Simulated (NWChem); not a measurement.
A series in which one site is exchanged, each optimised at PBE0/def2-SVP with NWChem, gas phase unless a solvent is named. Some are not confirmed as minima by frequencies. def2 effective core potentials on Zr, Hf; no spin-orbit coupling.

A: [ZrH]([Cl])([Cl])[Cl] (ZrHCl3; site = Zr)
B: [Cl][GeH]([Cl])[Cl] (GeHCl₃; site = Ge)
C: [Cl][HfH]([Cl])[Cl] (HfHCl3; site = Hf)
D: ClC(Cl)Cl (CHCl₃; site = C)

### Question
Rank them by orbital gap (eV), PBE0/def2-SVP, lowest first.

### Answer
A (6.55), C (7.03), B (7.97), D (8.53)
